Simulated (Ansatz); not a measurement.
**How far each method lies from UCCSDT(Q) for CN⁺, quintet**

Geometry: that of the CN, quartet, kept fixed.

| atom | x (Å) | y (Å) | z (Å) |
| --- | --- | --- | --- |
| N | 0.0000 | 0.0000 | 0.0000 |
| C | 0.0000 | 0.0000 | 1.3395 |

Basis cc-pVTZ; Ansatz 0.2.0. Correlated methods freeze the noble-gas cores, which leaves 8 electrons in 58 orbitals. Prefix R: restricted or restricted open-shell reference; prefix U: unrestricted. Active spaces: valence = (8e, 8o) chosen from the atoms' valence shells.

Full CI isn't at hand for all of this; UCCSDT(Q) serves as the reference, and is uncertain by the last step of the cluster series or more. The frozen core follows each run's orbitals, which can shift R against U totals by a few meV.

For open shells CISD is restricted-active-space CI with the open shells as a complete middle space.

```
UHF ⟨S²⟩                          : 6.009
T1 diagnostic (RCCSD)             : 0.0422
largest doubles amplitude (RCCSD) : 0.089
T1 diagnostic (UCCSD)             : 0.0410
```

| level | E − E(UCCSDT(Q)) (meV) | share of correlation (%) | wall time |
| --- | --- | --- | --- |
| RHF | 6034 | 0.00 | – |
| UHF | 5879 | 2.57 | – |
| RMP2 | 1089 | 81.96 | – |
| UMP2 | 1108 | 81.63 | – |
| CISD | 420 | 93.04 | 9 s |
| RCCSD | 295 | 95.10 | – |
| UCCSD | 290 | 95.19 | – |
| RCCSD(T) | 58 | 99.03 | 6.5 s |
| UCCSD(T) | 54 | 99.10 | 7 s |
| BCCD(T) | 60 | 99.01 | 3.5 s |
| RCCSDT | 17 | 99.73 | – |
| UCCSDT | 13 | 99.78 | – |
| RCCSDT(Q) | 6 | 99.90 | 48 s |
| CASSCF (valence space) | 4373 | 27.53 | – |
| NEVPT2 (valence space) | 783 | 87.02 | 1.5 s |
| NEVPT4(SD) (valence space) | 86 | 98.57 | 2.6 s |
| MRCISD (valence space) | 238 | 96.05 | – |
| MRCISD+Q (valence space) | 45 | 99.25 | 2.9 s |

The correlation energy at UCCSDT(Q), counted from RHF, is -6.034 eV. That run took 48 s on 1 thread of AMD EPYC 7B13, shared host.

Times hold each run's SCF and search for its determinant on a shared host, so for small cases they say little of a method's own cost; they ran on 1 thread of AMD EPYC 7B13. Some runs computed forces too.

Natural occupations of CASSCF (valence space) about the gap: 1.983 1.948 1.010 1.002 0.999 0.984 0.046 0.028; effectively unpaired electrons, Σ n²(2−n)², 4.02.
